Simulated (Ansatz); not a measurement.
**Heat of formation of BHF2 (SMILES FBF) from total energies**

BHF2: 4 atoms, total charge 0, spin state singlet. SMILES: `FBF`. The shape is that of a PBE0-D4/def2-TZVP optimisation.

Total energies at CCSD(T)/def2-TZVPP, 3 core orbitals frozen (Ansatz 0.2.0); the atoms run unrestricted:

| species | state | energy (Eh) |
| --- | --- | --- |
| BHF2 | singlet | -224.986442 |
| F | doublet | -99.625057 |
| B | doublet | -24.597906 |
| H | doublet | -0.499810 |

Harmonic wavenumbers at PBE0-D4/def2-TZVP, in cm⁻¹: 539, 925, 1088, 1187, 1445, 2694.

Measured heats of formation of the gaseous atoms at 298.15 K, in kJ/mol: F 79.4, B 570.3, H 218.0. Spin-orbit lowering of the atoms at 298 K (mean of the ground term's levels less their thermal mean, from spectra), in kJ/mol: F 1.29, B 0.00. Take 1 Eh = 2625.50 kJ/mol, 1 cm⁻¹ = 0.0119627 kJ/mol, RT = 2.479 kJ/mol.

Q: Work out the heat of formation of the gas at 298 K.

A: 
1. Electronic atomisation energy: 2 × (-99.625057) + (-24.597906) + (-0.499810) − (-224.986442) = 0.638612 Eh = 1676.7 kJ/mol.
2. Zero-point energy: half the sum of the wavenumbers, 3939 cm⁻¹ = 47.1 kJ/mol.
3. Thermal vibrational enthalpy, Σ hcν̃/(exp(hcν̃/kT) − 1): 0.8 kJ/mol. Translation, rotation and pV of a non-linear molecule: 4 RT = 9.9 kJ/mol.
4. The 4 free atoms carry 5/2 RT each: 24.8 kJ/mol.
5. Spin-orbit coupling lowers the free atoms by 2 × 1.29 + 0.00 = 2.6 kJ/mol.
6. Atomisation enthalpy at 298 K: 1676.7 − 2.6 − 47.1 − 0.8 − 9.9 + 24.8 = 1641.1 kJ/mol.
7. Sum of the atoms' heats of formation: 947.1 kJ/mol. Heat of formation: 947.1 − 1641.1 = -694.0 kJ/mol.

The tabulated value is -733.9 kJ/mol (NIST-JANAF tables; in doubt: it rests on an older heat of the boron atom), so this level is off by +39.9 kJ/mol, or 2.4 % of the atomisation enthalpy that the table implies (1680.9 kJ/mol). Coupled cluster needs large bases for atomisation: in a finite one the molecule is underbound. Anharmonicity and any spin-orbit splitting of the molecule are left out, and so is core correlation.
